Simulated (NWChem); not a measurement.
# ammonia (NH3); SMILES N

Results from NWChem. Geometry: optimised at PBE0/def2-SVP.

Diagonal of the polarisability tensor at B3LYP/aug-cc-pVDZ, 589 nm: 14.05, 14.05, 16.14 bohr³.

Problem. Find the mean polarisability volume, the molar refraction, and the refractive index that an ideal gas of it would have at 273.15 K and 1 atm.

Solution. 
1. Mean: one third of the trace = 14.74 bohr³ × 0.14818 Å³/bohr³ = 2.18 Å³.
2. Molar refraction (Lorentz-Lorenz): (4π/3) N_A α = 5.5 cm³/mol.
3. Number density p/kT = 2.687 × 10⁻⁵ Å⁻³; n − 1 = 2π N α = 3.69 × 10⁻⁴.
